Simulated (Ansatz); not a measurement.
SBr⁺, triplet: the ladder up to UCCSDT(Q)

Geometry: a PBE0/def2-TZVP stationary point for this spin.

```
atom   x (Å)   y (Å)   z (Å)
   S  0.0000  0.0000  0.0000
  Br  0.0000  0.0000  2.0253
```

Basis cc-pVDZ; Ansatz 0.2.0. Only valence electrons are correlated (noble-gas cores and the filled d shells of p-block atoms frozen), which leaves 12 electrons in 26 orbitals. R marks a restricted (for open shells ROHF) determinant, U an unrestricted one. Active spaces: valence = (12e, 8o) chosen from the atoms' valence shells. No spin–orbit coupling is included, and no scalar relativity.

Full CI isn't at hand for all of this; UCCSDT(Q) serves as the reference, and is uncertain by about the last step of the cluster series. The frozen core follows each run's orbitals, which can shift R against U totals by a few meV for light atoms and by up to 0.1 eV past Ca.

- UHF ⟨S²⟩: 2.024
- T1 diagnostic (RCCSD): 0.0417
- largest doubles amplitude (RCCSD): 0.074
- T1 diagnostic (UCCSD): 0.0358

```csv
level,E − E(UHF) (eV)
UMP2,-5.7451
UCCSD,-6.4949
UCCSD(T),-6.7212
```

**Question.** Estimate how far UCCSDT(Q) in cc-pVDZ lies from UCCSD(T). The table doesn't fix it; the size of (T) and the diagnostics are the guide.

**Answer.** UCCSDT(Q) in cc-pVDZ lies 1.84 mEh below UCCSD(T), which is 22 % of the (T) step (-8.32 mEh). T1 is raised, but (T) still catches most of what CCSD lacks. The miss exceeds 1 kcal/mol.

The other levels:

```json
{"level": "UCCSDT", "E − E(UCCSDT(Q)) (mEh)": "0.77", "wall time": "–"}
```

Run but not shown, since their state, orbitals or frozen core can't be matched to the reference's or they repeat it: RHF, RMP2, CISD, RCCSD, RCCSD(T), BCCD(T), RCCSDT, RCCSDT(Q), CASSCF (valence space), NEVPT2 (valence space), MRCISD (valence space), MRCISD+Q (valence space).

Natural occupations of CASSCF (valence space) about the gap: 1.975 1.975 1.956 1.024 1.024 0.051; effectively unpaired electrons, Σ n²(2−n)², 2.02.
